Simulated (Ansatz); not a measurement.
Compare A (`C=C(C)C(N)=O`) with its isomer B (`CCN=C=CO`).

Calculated with Ansatz (gas phase, PBE0-D4/def2-TZVP geometries, no zero-point term in ΔE). CBS: MP2 limit from def2 TZ/QZ plus the TZ coupled-cluster correction, frozen cores. Functionals use def2-TZVPP. B3LYP here is the variant with VWN-RPA as its local correlation; programs differ in this. One conformer a species, not always the lowest.

(1) Which is lower in electronic energy at CCSD(T)/CBS, and by how much? (Best estimate.)

(2) Give E(B) − E(A) in kcal/mol with PBE-D4, B3LYP-D4, r2SCAN-D4, MP2/def2-TZVPP, CCSD(T)/def2-TZVPP, PBE0-D4, CCSD/def2-TZVPP. (Best estimate.)

Largest T1 diagnostic: 0.014.

Results:

(1) The calculation gave: A, by 47.6 kcal/mol.

(2) Computed: PBE-D4 45.2, B3LYP-D4 46.5, r2SCAN-D4 47.8, MP2/def2-TZVPP 48.8, CCSD(T)/def2-TZVPP 47.4, PBE0-D4 47.3, CCSD/def2-TZVPP 47.5. None reverses the order clearly.

From PBE to PBE0 (25 % exact exchange), in def2-TZVPP and without D4, E(B) − E(A) moves by +2.3 kcal/mol. The D4 term adds +1.6 kcal/mol with B3LYP and +0.8 kcal/mol with PBE0; it sums over pairs of atoms, weighted by their polarisabilities, and B3LYP, whose exchange is more repulsive, gets the larger term.
